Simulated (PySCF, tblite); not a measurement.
One entry of a table of gas-phase calculations, keyed by method. Lists by class give the value and the number of equivalent atoms.

```json
{
 "name": "chloroethane",
 "formula": "C2H5Cl",
 "smiles": "CCCl",
 "inchi": "InChI=1S/C2H5Cl/c1-2-3/h2H2,1H3",
 "charge": 0,
 "multiplicity": 1,
 "geometry_level": "GFN2-xTB",
 "atoms_angstrom": [
  ["C", -0.797, 0.041, -0.042],
  ["C", 0.699, -0.191, -0.016],
  ["Cl", 1.559, 1.295, 0.484],
  ["H", -1.156, 0.329, 0.942],
  ["H", -1.051, 0.829, -0.748],
  ["H", -1.298, -0.876, -0.345],
  ["H", 1.081, -0.454, -1.002],
  ["H", 0.972, -0.964, 0.702]
 ],
 "electronic_structure_code": "PySCF",
 "results": {
  "GFN2-xTB geometry": {
   "point_group": "Cs",
   "rotational_constants_GHz": [31.431, 5.549, 5.013]
  },
  "PBE0/pcSseg-1 ground state and GIAO shieldings, non-relativistic": {
   "dipole_D": 2.19,
   "homo_eV": -8.36,
   "lumo_eV": 0.95,
   "shift_vs_computed_TMS_C_by_class_ppm": [
    [46.7, 1],
    [21.6, 1]
   ],
   "shift_vs_computed_TMS_H_by_class_ppm": [
    [3.61, 2],
    [1.43, 3]
   ],
   "shielding_other_nuclei_by_class_ppm": [
    ["Cl", 843.1, 1]
   ],
   "charges_hirshfeld_e_by_atom": [-0.12, -0.03, -0.09, 0.04, 0.04, 0.05, 0.05, 0.05]
  },
  "GFN2-xTB harmonic vibrations, gas phase": {
   "strongest_ir_bands_cm-1_km_per_mol_modes": [
    [668.9, 11.2, 1],
    [1255.5, 32.4, 1],
    [1402.8, 12.6, 1],
    [3031.6, 21.7, 1],
    [3047.3, 13.8, 1],
    [3050.1, 11.1, 1]
   ],
   "zpe_kcal_per_mol": 40.8
  }
 }
}
```

In atomic units the dipole is 0.86 e·bohr (1 au = 2.5417 D). With B = h/(8π²I), that is 505.379 GHz u Å² over I, the principal moments of inertia are 16.1, 91.1 and 100.8 u Å² (most abundant isotopes).

Geometry: GFN2-xTB; no solvent or vibrations. NMR classes are plain means over equivalent atoms (diastereotopic ones count apart unless rotation or inversion swaps them), as if these changed places fast; in this geometry the members of some classes differ.
